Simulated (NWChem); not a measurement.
System: NaCl; SMILES [Cl][Na]

```xyz
2

Na     0.0000     0.0000    -1.4097
Cl     0.0000     0.0000     0.9285
```
Atoms are numbered in this order, from 1.

The geometry was optimised at PBE0/def2-SVP.

 Unshifted, non-relativistic core excitations; the lowest 4 roots alone, so stronger bands may lie above.

List the first Cl K-edge excitations from B3LYP/6-311G** (spherical d), restricted-window TDA (NWChem).


```tsv
state	energy (eV)	dipole oscillator strength	leading excitation (squared amplitude)
S1	2757.1	0.0006	1s of atom 2 or its equivalents → LUMO (0.99)
S2	2759.2	0.0005	1s of atom 2 or its equivalents → LUMO+1 (0.98)
S3	2759.2	0.0005	1s of atom 2 or its equivalents → LUMO+2 (0.98)
S4	2759.7	0.0000	1s of atom 2 or its equivalents → LUMO+3 (0.93)
```
